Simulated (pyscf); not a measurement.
F–CH₂–F + silyl (SiH₃•) → F–CH•–F + silane (SiH₄) (hydrogen abstraction; doublet surface; C–H broken, H–Si formed). Structures and frequencies: ωB97X-D3(BJ)/def2-SVP in PySCF. Energies in eV from the separated reactants.

```
level                   barrier  reaction energy
----------------------  -------  ---------------
ωB97X-D3(BJ)/def2-TZVP     0.78            +0.41
B3LYP-D3(BJ)/def2-TZVP     0.72            +0.44
PBE0-D3(BJ)/def2-TZVP         …            +0.50
M06-2X/def2-TZVP           0.95            +0.58
ωB97M-D3(BJ)/def2-TZVP        …                …
HF/def2-TZVP               1.32            +0.35
```

**Question.** Complete the blanks.

**Answer.** 
- PBE0-D3(BJ)/def2-TZVP, barrier: 0.74
- ωB97M-D3(BJ)/def2-TZVP, barrier: 0.85
- ωB97M-D3(BJ)/def2-TZVP, reaction energy: +0.45

The functionals in the table span 0.23 eV in this barrier, from B3LYP-D3(BJ) to M06-2X. This is the saddle that the search found; another between the same sides may lie lower. The angle at the transferred H is 167°.
